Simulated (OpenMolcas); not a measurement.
**CH8Si2 (SMILES [SiH3]C[SiH3]): a chain of runs**

We compute a single-point energy (HF/ANO-RCC-MB), then a single-point energy (CASSCF(2,2)/ANO-RCC-VDZP), then the energy along one coordinate (CASPT2(2,2)/ANO-RCC-VDZP), then the energy along one coordinate (SC-NEVPT2(2,2)/ANO-RCC-VDZP), then an energy scan (MC-PDFT[tPBE](2,2)/ANO-RCC-VDZP) of CH8Si2. 

The results are computed with OpenMolcas 26.06.

### 1 Starting point

The species is CH8Si2 (11 atoms), meant as a singlet with charge 0. SMILES: `[SiH3]C[SiH3]`. Geometry: relaxed at PBE0-D4/def2-TZVP.

Bond lengths: Si1–C2 1.872 Å, C2–Si3 1.872 Å, Si1–H4 1.488 Å, Si1–H5 1.487 Å, Si1–H6 1.487 Å, C2–H7 1.095 Å, C2–H8 1.095 Å, Si3–H9 1.487 Å, Si3–H10 1.487 Å, Si3–H11 1.488 Å. Some angles: Si1–C2–Si3 114.4°, Si1–C2–H7 108.8°, Si1–C2–H8 108.8°, Si3–C2–H7 108.8°, Si3–C2–H8 108.8°, C2–Si1–H4 111.1°, C2–Si1–H5 110.2°, C2–Si1–H6 110.2°, C2–Si3–H9 110.2°, C2–Si3–H10 110.2°.

### 2 The energy at HF/ANO-RCC-MB (DKH2) (run 1)

The input, struct.xyz:

```xyz
11

Si    -1.158980     1.034720    -0.344660
C     -0.286340    -0.621440    -0.365590
Si     1.335180    -0.652340     0.569590
H     -2.435800     0.976800    -1.106490
H     -0.293510     2.078920    -0.955560
H     -1.463790     1.436810     1.054620
H     -0.954100    -1.377620     0.060730
H     -0.099440    -0.908830    -1.405770
H      1.110650    -0.304370     1.998260
H      2.282060     0.336720    -0.011600
H      1.964060    -1.999380     0.506460
```

The input, step1.input:

```
* CH8Si2 Hartree-Fock
&gateway
coord=struct.xyz
basis=ANO-RCC-MB
group=NoSym
&seward
&scf
prorbitals=0
&localisation
occupied
freeze
pipek-mezey
&localisation
fileorb=$Project.LocOrb
virtual
pipek-mezey
```

On the command line:

```bash
$ export MOLCAS_MEM=1860
$ pymolcas step1.input > step1.log
```

What it wrote:

```text
--- Start Module: gateway ---
[...]
--- Stop Module: gateway /rc=_RC_ALL_IS_WELL_ ---
[...]
      Basis functions           31
[...]
       Convergence after   8 Iterations
[...]
::    Total SCF energy                               -621.4092932622
[...]
      Total spin, S                                     0.0000000000
[...]
      Total electronic charge=   42.000000
      Total            charge=   -0.000000
[...]
      Dipole Moment (debye):
      Origin of the operator (angstrom)=    0.0211    0.0458    0.0269
                   X= -2.7730E-01               Y= -6.0185E-01               Z= -3.5402E-01           Total=  7.5130E-01
      Quadrupole Moment (debye*angstrom):
[...]
--- Start Module: localisation ---
[...]
--- Stop Module: localisation /rc=_RC_ALL_IS_WELL_ ---
--- Start Module: localisation ---
[...]
--- Stop Module: localisation /rc=_RC_ALL_IS_WELL_ ---
[...]
```

Run time: 3.3 s. Hardware: 1 thread of Arm Neoverse V1, shared host; peak memory 0.41 GiB.

### 3 A single-point energy at CASSCF(2,2)/ANO-RCC-VDZP (DKH2, RICD fitting) (run 2)

struct.xyz is that of step 2.

The input, step2.input:

```
&GATEWAY
  COORD = struct.xyz
  BASIS = ANO-RCC-MB
  GROUP = NoSym

&SEWARD

&RASSCF
  FILEORB = $CurrDir/step1.LocOrb
  ALTER = 2
  1 15 21
  1 22 31
  SPIN = 1
  NACTEL = 2 0 0
  INACTIVE = 20
  RAS2 = 2
  ORBLISTING = Nothing
>>> COPY $Project.RunFile RUNFIL1
>>> COPY $Project.RasOrb INPORB

&GATEWAY
  COORD = struct.xyz
  BASIS = ANO-RCC-VDZP
  GROUP = NoSym
  RICD

&SEWARD
>>> COPY $Project.RunFile RUNFIL2

&EXPBAS

&RASSCF
  FILEORB = $Project.ExpOrb
  SPIN = 1
  NACTEL = 2 0 0
  INACTIVE = 20
  RAS2 = 2
  ORBLISTING = Nothing
```

On the command line:

```bash
$ export MOLCAS_MEM=1860
$ pymolcas step2.input > step2.log
```

What it wrote:

```text
--- Start Module: gateway ---
[...]
--- Stop Module: gateway /rc=_RC_ALL_IS_WELL_ ---
[...]
      Basis functions           31
[...]
      Number of active orbitals                  2
[...]
      Spin quantum number                      0.0
[...]
      Active orbitals                            2
[...]
      Number of CSFs                             3
[...]
      Number of root(s) required                 1
[...]
      Convergence after 10 iterations
[...]
      printout of CI-coefficients larger than  0.05 for root  1
      energy=    -621.423816
      conf/sym  11     Coeff  Weight
             1  20   0.99544 0.99089
             3  02  -0.09544 0.00911
      Natural orbitals and occupation numbers for root  1
      sym 1:   1.981784   0.018216
      ************************************************************************************************************************
      *                                                    Final results                                                     *
[...]
::    RASSCF root number  1 Total energy:   -621.42381614
[...]
      Basis functions           90
[...]
--- Start Module: expbas ---
[...]
--- Stop Module: expbas /rc=_RC_ALL_IS_WELL_ ---
--- Start Module: rasscf ---
[...]
      Convergence after 13 iterations
[...]
      Natural orbitals and occupation numbers for root  1
      sym 1:   1.983160   0.016840
      ************************************************************************************************************************
      *                                                    Final results                                                     *
[...]
::    RASSCF root number  1 Total energy:   -621.66281265
[...]
      Total electronic charge=   42.000000
      Total            charge=   -0.000000
[...]
      Dipole Moment (debye):
      Origin of the operator (angstrom)=    0.0211    0.0458    0.0269
                   X= -2.9710E-01               Y= -6.5967E-01               Z= -4.0659E-01           Total=  8.2991E-01
      Quadrupole Moment (debye*angstrom):
[...]
--- Stop Module: rasscf /rc=_RC_ALL_IS_WELL_ ---
[...]
```

It took 11 s on 1 thread of Arm Neoverse V1, shared host; peak memory 0.41 GiB.

### 4 An energy scan at CASPT2(2,2)/ANO-RCC-VDZP (DKH2, RICD fitting, ipea shift 0.25 Eh, pt2 variant SS) (run 3)

The input, step3.input:

```
>>> EXPORT MOLCAS_PRINT=2
>>> COPY $CurrDir/step2.RasOrb $Project.RasOrb
>>> ForEach K in (1, 2, 3, 4, 5, 6, 7, 8, 9)

&GATEWAY
  Coord
  $CurrDir/point$K.xyz
  Basis
  ANO-RCC-VDZP
  Group
  NoSym
  RICD

&SEWARD

&RASSCF
  FileOrb
  $Project.RasOrb
  Spin
  1
  Nactel
  2 0 0
  Inactive
  20
  Ras2
  2
  OrbListing
  Nothing

&CASPT2
  Imaginary
  0.2
  Frozen
  11
>>> EndDo
```

On the command line:

```bash
$ export MOLCAS_MEM=1860
$ pymolcas step3.input > step3.log
```

What it wrote, shortened:

```text
[...]
      Basis functions           90
[...]
      Number of active orbitals                  2
[...]
      Spin quantum number                      0.0
[...]
      Active orbitals                            2
[...]
      Number of CSFs                             3
[...]
      Number of root(s) required                 1
[...]
      Convergence after 12 iterations
[...]
      Natural orbitals and occupation numbers for root  1
      sym 1:   1.988278   0.011722
      ************************************************************************************************************************
      *                                                    Final results                                                     *
[...]
::    RASSCF root number  1 Total energy:   -621.65192054
[...]
      E2 (Variational):          -0.3480685585
[...]
::    CASPT2 Root  1     Total energy:   -621.99998910
[...]
      Convergence after 11 iterations
[...]
      Natural orbitals and occupation numbers for root  1
      sym 1:   1.983171   0.016829
      ************************************************************************************************************************
      *                                                    Final results                                                     *
[...]
      Convergence after 11 iterations
[...]
      Natural orbitals and occupation numbers for root  1
      sym 1:   1.852396   0.147604
      ************************************************************************************************************************
      *                                                    Final results                                                     *
[...]
      Convergence after 10 iterations
[...]
      Natural orbitals and occupation numbers for root  1
      sym 1:   1.713804   0.286196
      ************************************************************************************************************************
      *                                                    Final results                                                     *
[...]
      Convergence after 10 iterations
[...]
::    RASSCF root number  1 Total energy:   -621.51574518
[...]
::    CASPT2 Root  1     Total energy:   -621.84979692
[...]
      Convergence after  9 iterations
[...]
::    RASSCF root number  1 Total energy:   -621.50610377
[...]
      E2 (Variational):          -0.3317475543
[...]
::    CASPT2 Root  1     Total energy:   -621.83785132
[...]
```

It took 69 s on 1 thread of Arm Neoverse V1, shared host; peak memory 0.086 GiB.

The scan, from its lowest point:

```csv
H7–C2 (Å),energy (kJ/mol)
0.986,26.3
1.095,0.0
1.205,13.5
1.369,68.4
1.588,160.3
1.862,265.2
2.190,355.5
2.628,420.6
3.286,452.0
```

### 5 An energy scan at SC-NEVPT2(2,2)/ANO-RCC-VDZP (DKH2, RICD fitting, pt2 variant SC-NEVPT2) (run 4)

The input, step4.inp:

```
* CH8Si2 NEVPT2
>>> COPY $CurrDir/step2.RasOrb $Project.RasOrb
>>> ForEach K in (1, 2, 3, 4, 5, 6, 7, 8, 9)

&gateway
 coord = $CurrDir/point$K.xyz
 basis = ANO-RCC-VDZP
 group = NoSym
 ricd

&seward

&rasscf
 fileorb = $Project.RasOrb
 spin = 1
 nactel = 2 0 0
 inactive = 20
 ras2 = 2
 orblisting = Nothing

&caspt2
 sc-nevpt2
 frozen = 11
>>> EndDo
```

On the command line:

```bash
$ export MOLCAS_MEM=1860
$ pymolcas step4.inp > step4.log
```

What it wrote, shortened:

```text
[...]
      Basis functions           90
[...]
      Number of active orbitals                  2
[...]
      Spin quantum number                      0.0
[...]
      Active orbitals                            2
[...]
      Number of CSFs                             3
[...]
      Number of root(s) required                 1
[...]
      Convergence after 12 iterations
[...]
      Natural orbitals and occupation numbers for root  1
      sym 1:   1.988278   0.011722
      ************************************************************************************************************************
      *                                                    Final results                                                     *
[...]
::    RASSCF root number  1 Total energy:   -621.65192054
[...]
      E2 (Variational):          -0.3445505352
[...]
::    SC-NEVPT2 Root  1     Total energy:   -621.99643174
[...]
      Convergence after 11 iterations
[...]
      Natural orbitals and occupation numbers for root  1
      sym 1:   1.983171   0.016829
      ************************************************************************************************************************
      *                                                    Final results                                                     *
[...]
      Convergence after 11 iterations
[...]
      Natural orbitals and occupation numbers for root  1
      sym 1:   1.852396   0.147604
      ************************************************************************************************************************
      *                                                    Final results                                                     *
[...]
      Convergence after 10 iterations
[...]
      Natural orbitals and occupation numbers for root  1
      sym 1:   1.713804   0.286196
      ************************************************************************************************************************
      *                                                    Final results                                                     *
[...]
      Convergence after 10 iterations
[...]
::    RASSCF root number  1 Total energy:   -621.51574518
[...]
::    SC-NEVPT2 Root  1     Total energy:   -621.84692693
[...]
      Convergence after  9 iterations
[...]
::    RASSCF root number  1 Total energy:   -621.50610377
[...]
      E2 (Variational):          -0.3292099324
[...]
::    SC-NEVPT2 Root  1     Total energy:   -621.83531370
[...]
```

Wall time 67 s (1 thread of Arm Neoverse V1, shared host); peak memory 0.086 GiB.

The scan, from its lowest point:

```csv
H7–C2 (Å),energy (kJ/mol)
0.986,27.5
1.095,0.0
1.205,12.3
1.369,65.8
1.588,157.0
1.862,262.5
2.190,354.3
2.628,420.1
3.286,450.5
```

### 6 The energy along one coordinate at MC-PDFT[tPBE](2,2)/ANO-RCC-VDZP (DKH2, RICD fitting) (run 5)

The input, step5.inp:

```
* CH8Si2 MC-PDFT
>>> COPY $CurrDir/step2.RasOrb $Project.RasOrb
>>> ForEach K in (1, 2, 3, 4, 5, 6, 7, 8, 9)

&GATEWAY
  COORD = $CurrDir/point$K.xyz
  BASIS = ANO-RCC-VDZP
  GROUP = NoSym
  RICD

&SEWARD

&RASSCF
  FILEORB = $Project.RasOrb
  SPIN = 1
  NACTEL = 2 0 0
  INACTIVE = 20
  RAS2 = 2
  ORBLISTING = Nothing

&MCPDFT
  KSDFT = T:PBE
>>> EndDo
```

On the command line:

```bash
$ export MOLCAS_MEM=1860
$ pymolcas step5.inp > step5.log
```

What it wrote, shortened:

```text
--- Start Module: gateway ---
[...]
      Basis functions           90
[...]
      Number of active orbitals                  2
[...]
      Spin quantum number                      0.0
[...]
      Active orbitals                            2
[...]
      Number of CSFs                             3
[...]
      Number of root(s) required                 1
[...]
      Convergence after 12 iterations
[...]
      Natural orbitals and occupation numbers for root  1
      sym 1:   1.988278   0.011722
      ************************************************************************************************************************
      *                                                    Final results                                                     *
[...]
::    RASSCF root number  1 Total energy:   -621.65192054
[...]
::    MCPDFT root number  1 Total energy:   -622.74659688
[...]
      Convergence after 11 iterations
[...]
      Natural orbitals and occupation numbers for root  1
      sym 1:   1.983171   0.016829
      ************************************************************************************************************************
      *                                                    Final results                                                     *
[...]
      Convergence after 11 iterations
[...]
      Natural orbitals and occupation numbers for root  1
      sym 1:   1.852396   0.147604
      ************************************************************************************************************************
      *                                                    Final results                                                     *
[...]
      Convergence after 10 iterations
[...]
      Natural orbitals and occupation numbers for root  1
      sym 1:   1.713804   0.286196
      ************************************************************************************************************************
      *                                                    Final results                                                     *
[...]
      Convergence after 10 iterations
[...]
::    RASSCF root number  1 Total energy:   -621.51574518
[...]
::    MCPDFT root number  1 Total energy:   -622.58796130
[...]
      Convergence after  9 iterations
[...]
::    RASSCF root number  1 Total energy:   -621.50610377
[...]
      Total electronic charge=   42.000000
      Total            charge=   -0.000000
[...]
::    MCPDFT root number  1 Total energy:   -622.57567720
[...]
```

It took 82 s on 1 thread of Arm Neoverse V1, shared host; peak memory 0.086 GiB.

The scan, from its lowest point:

```csv
H7–C2 (Å),energy (kJ/mol)
0.986,26.1
1.095,0.0
1.205,13.4
1.369,68.3
1.588,161.6
1.862,271.0
2.190,369.5
2.628,442.6
3.286,474.8
```

### 7 Results

```
                                                         quantity          value
                               run 1, HF/ANO-RCC-MB: total energy  -621.40929 Eh
                              run 1, HF/ANO-RCC-MB: dipole moment         0.75 D
                                run 1, HF/ANO-RCC-MB: HOMO energy      -12.75 eV
                                run 1, HF/ANO-RCC-MB: LUMO energy        6.83 eV
                              run 1, HF/ANO-RCC-MB: HOMO–LUMO gap       19.58 eV
                    run 2, CASSCF(2,2)/ANO-RCC-VDZP: total energy  -621.66281 Eh
  run 2, CASSCF(2,2)/ANO-RCC-VDZP: dipole moment (CASSCF density)         0.83 D
       run 3, CASPT2(2,2)/ANO-RCC-VDZP: lowest energy of the scan  -622.01001 Eh
    run 4, SC-NEVPT2(2,2)/ANO-RCC-VDZP: lowest energy of the scan  -622.00692 Eh
run 5, MC-PDFT[tPBE](2,2)/ANO-RCC-VDZP: lowest energy of the scan  -622.75653 Eh
```

What this shows: Mulliken charges (run 2, CASSCF(2,2)/ANO-RCC-VDZP) run from -0.29 on C2 to +0.59 on Si1.
